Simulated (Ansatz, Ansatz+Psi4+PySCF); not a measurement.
```xyz
7

C    -0.0107   -0.0158   -1.2616
C     0.0396   -0.0211    0.0221
C    -0.0007   -0.0471    1.3245
H    -0.0409   -0.9622   -1.8614
H     0.0329    0.9375   -1.8373
H    -0.9202    0.0108    1.8290
H     0.9266    0.0472    1.8879
```

Basis set: cc-pVTZ (spherical functions). Frozen core: 3 orbitals. Charge 0, multiplicity 1.

Computed with Ansatz (development build ahead of 0.2.0); each method stands on the lowest determinant of its kind that the runs found. Restricted open shells among the atoms or ions are ROHF, correlated in semicanonical orbitals with singles.

The atomization energy at this shape (free ground-state atoms in the same class of orbitals less the molecule, no zero-point energy) of singlet C₃H₄:

| method | atomization energy |
| --- | --- |
| RHF-MP2 | 692.93 kcal/mol |

What does RHF give?

528.64 kcal/mol.
